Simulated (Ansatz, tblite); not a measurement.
# The cluster As₃−: one state, many levels

Aim: run the singlet of the cluster As₃− at one geometry on many levels, and compare frontier levels, spin and run time.

The runs use Ansatz 0.2.0, Gaussian basis; as each input shows.

The runs, in order: GFN1-xTB, GFN2-xTB, PBE-D4/def2-TZVPD, r2SCAN-D4/def2-TZVPD, revPBE-D4/def2-TZVPD, ωB97M-V/def2-TZVPD, r2SCANh-D4/def2-TZVPD, PBE-QIDH/def2-TZVPD, r2SCAN0-D4/def2-TZVPD, PBE-D4/def2-SVPD, PBE0-D4/def2-SVPD, HF/STO-3G, CCSD(T)/def2-TZVPPD, MP2/def2-TZVPD, RPA/def2-TZVPD.

## (1) The geometry

The singlet was relaxed beforehand with B3LYP-D4/def2-TZVPD. At that level it is the lowest of the isomers that a small search found.

3 atoms, charge -1, spin multiplicity 1.

Bond lengths: As1–As2 2.711 Å, As1–As3 2.302 Å, As2–As3 2.302 Å. Angles: As2–As1–As3 53.9°, As1–As2–As3 53.9°, As1–As3–As2 72.2°.

The ion is computed in the gas phase, without counter-ions or solvent.

PBE0-D4/def2-TZVPD was run before; its log isn't repeated, and its numbers join the tables.

## (2) GFN1-xTB

Tight binding, by tblite at 300 K electronic temperature and without a spin-polarisation term:

```python
tblite.interface.Calculator('GFN1-xTB', numbers, positions, charge=-1, uhf=0).singlepoint()
```

Energy -194.5154 eV, HOMO 1.69 eV, LUMO 2.18 eV; 0.002 s.

## (3) GFN2-xTB

Tight binding, by tblite at 300 K electronic temperature and without a spin-polarisation term:

```python
tblite.interface.Calculator('GFN2-xTB', numbers, positions, charge=-1, uhf=0).singlepoint()
```

Energy -196.8870 eV, HOMO -1.11 eV, LUMO -0.56 eV; 0.002 s.

## (4) PBE-D4/def2-TZVPD

start.molden holds the orbitals of an earlier run on this state, given as this run's starting guess.

in.yaml reads:

```yaml
crystal:
  periodic: [false, false, false]
  atoms:
    - {symbol: As, position_ang: [1.443182, 0.252367, 0.274592]}
    - {symbol: As, position_ang: [-0.868987, 0.440482, -1.128097]}
    - {symbol: As, position_ang: [-0.574196, -0.692850, 0.853505]}
basis:
  gaussian: {orbitals: def2-TZVPD, initial_orbitals: start.molden}
total_charge: -1
hamiltonian: {xc: pbe, dispersion: d4}
scf: {omitted_lower_state_checks: [starts]}
output: {orbitals: {seedname: orbitals}}
```

Started as:

```
> ansatz run in.yaml --threads 4 --pin off --events-out ev --progress --plain --max-ram 3916MiB
```

The runs that follow: r2SCAN-D4/def2-TZVPD; revPBE-D4/def2-TZVPD; ωB97M-V/def2-TZVPD; r2SCANh-D4/def2-TZVPD; PBE-QIDH/def2-TZVPD; r2SCAN0-D4/def2-TZVPD; PBE-D4/def2-SVPD; PBE0-D4/def2-SVPD; HF/STO-3G; CCSD(T)/def2-TZVPPD; MP2/def2-TZVPD; RPA/def2-TZVPD.

Q: Predict the results of all the runs planned. Wanted: gap in def2-TZVPD, named functionals, smallest and largest; correlation energy, CCSD(T)/def2-TZVPPD; correlation energy, MP2/def2-TZVPD; PBE0 total energy, smallest basis above largest.

As calculated:

| quantity | value |
| --- | --- |
| gap in def2-TZVPD, named functionals, smallest and largest | 0.42 eV (PBE-D4), 5.14 eV (ωB97M-V) |
| correlation energy, CCSD(T)/def2-TZVPPD | -22.66 eV |
| correlation energy, MP2/def2-TZVPD | -21.91 eV |
| PBE0 total energy, smallest basis above largest | 22.60 eV (def2-SVPD, def2-TZVPD) |

**Reading.** Orbital gaps of the named functionals in def2-TZVPD span 0.42 eV (PBE-D4) to 5.14 eV (ωB97M-V); exact exchange widens it. PBE-D4, revPBE-D4, r2SCAN-D4, r2SCANh-D4, PBE0-D4, r2SCAN0-D4 put the HOMO above zero; others here keep it below zero, so the sign hangs on the functional's self-interaction and doesn't show that the species is unbound.
